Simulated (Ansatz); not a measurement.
AlCCl, triplet: reading a ladder of total energies

Geometry: displaced at random from a stationary point.

```yaml
atoms:
  - { symbol: Al, position_ang: [-0.0154, -0.0090, 1.8669] }
  - { symbol: C, position_ang: [-0.0163, -0.0252, -0.0894] }
  - { symbol: Cl, position_ang: [0.0317, 0.0342, -1.7774] }
```

Basis cc-pVDZ; Ansatz 0.2.0. Only valence electrons are correlated (noble-gas cores frozen), which leaves 14 electrons in 39 orbitals. Prefix R: restricted or restricted open-shell reference; prefix U: unrestricted.

Full CI isn't at hand for all of this; UCCSDT(Q) serves as the reference, and is uncertain by about the last step of the cluster series.

Runs differ by some tens of microhartree through their thresholds and, for an open shell, their frozen cores, so steps under 0.03 kcal/mol mean nothing.

| level | total energy (hartree) |
| --- | --- |
| UHF | -739.199731 |
| UMP2 | -739.462155 |
| UCCSD | -739.501186 |
| UCCSD(T) | -739.510703 |
| UCCSDT | -739.512219 |
| UCCSDT(Q) | -739.513040 |

Q: What is the correlation energy at UCCSDT(Q), and what share of it do UMP2 and UCCSD recover?

A: E(corr) = -739.513040 − (-739.199731) = -0.313309 hartree = -8.526 eV. UMP2: -0.262424 / -0.313309 = 83.76 %. UCCSD: -0.301455 / -0.313309 = 96.22 %.

Q: By how many kcal/mol does UCCSD(T) miss UCCSDT(Q) (1 hartree = 627.509 kcal/mol), and which steps make up the rest?

A: -739.510703 − (-739.513040) = 0.002337 hartree = 1.47 kcal/mol. Steps: UCCSDT − UCCSD(T) = -0.95, UCCSDT(Q) − UCCSDT = -0.52 kcal/mol. Differences between like states or geometries often cancel part of this.
